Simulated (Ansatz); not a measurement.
A trace of molecular dynamics of CN (2 atoms, charge 0, multiplicity 2).

Method: UKS B3LYP/def2-TZVP in Ansatz.

```
ensemble        : NVT, Nosé–Hoover chain
set temperature : 500 K
thermostat      : time constant 100 fs, chain length 5
seed            : 667435
```

| time (fs) | T (K) | potential energy less start (eV) | conserved less start (meV/atom) |
| --- | --- | --- | --- |
| 0 | 500 | 0.000 | 0.00 |
| 12 | 10 | 0.022 | 0.47 |
| 24 | 468 | 0.002 | 0.02 |
| 36 | 114 | 0.018 | 0.37 |
| 48 | 294 | 0.011 | 0.23 |
| 60 | 347 | 0.009 | 0.17 |
| 72 | 145 | 0.019 | 0.40 |
| 84 | 530 | 0.003 | 0.08 |
| 96 | 11 | 0.029 | 0.57 |
| 108 | 702 | 0.000 | 0.02 |
| 120 | 47 | 0.033 | 0.70 |
| 132 | 783 | 0.005 | 0.08 |
| 144 | 293 | 0.033 | 0.69 |
| 156 | 598 | 0.032 | 0.69 |
| 168 | 1169 | 0.019 | 0.30 |
| 180 | 464 | 0.076 | 1.57 |
| 192 | 2398 | 0.016 | 0.47 |
| 204 | 55 | 0.164 | 3.12 |
| 216 | 4578 | 0.007 | 0.39 |
| 228 | 227 | 0.241 | 5.41 |
| 240 | 6026 | 0.007 | -0.17 |
| 252 | 873 | 0.245 | 4.78 |
| 264 | 3480 | 0.112 | 2.74 |
| 276 | 2846 | 0.115 | 1.93 |
| 288 | 2390 | 0.096 | 1.66 |
| 300 | 2444 | 0.068 | 1.67 |

**Question.** Is this trajectory sound?

**Answer.** The conserved energy wandered by up to 6.5 meV per atom (net 1.7 meV per atom), which is poor conservation. The mean temperature of the second half is 311 % above the set value. A run of 0.3 ps of so small a system gives no equilibrium averages. The time step was 1 fs.

The run took 3.6 min on 1 thread of Intel(R) Xeon(R) Platinum 8488C (Sapphire Rapids) (shared host), peak memory 0.1 GiB.
